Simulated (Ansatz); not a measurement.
We consider rock-salt LiCl, described by G0W0@PBE (plane waves, hard PAW, contour deformation; Ansatz, a program for electronic structure).

The cell has the measured lattice parameters. Conventional cell: a = 5.1399 Å, b = 5.1399 Å, c = 5.1399 Å, α = 90.00°, β = 90.00°, γ = 90.00°.

The quasiparticle gap at Γ at a fixed k mesh 4×4×4:

| response cutoff | value (eV) |
|---|---|
| 150 eV, 260 empty bands | 8.804 |
| 200 eV, 401 empty bands | 8.863 |
| 250 eV, 560 empty bands | 8.900 |
| 300 eV, 736 empty bands | 8.922 |

Question: Taking the value to converge with the response cutoff E as E^(−3/2), extrapolate from the last two rows.

Answer: With y = y∞ + c/w and weights w = 3953 and 5196 for the last two rows, y∞ = (w2 y2 − w1 y1)/(w2 − w1) = (5196 × 8.922 − 3953 × 8.900)/1243 = 8.992 eV, which lies 0.070 beyond the last row. Successive pairs of rows give 8.972, 8.993, 8.992. The limit also hangs on the law assumed, so its last digits aren't firm.

The other settings are not extrapolated, so this is the limit in one setting alone.
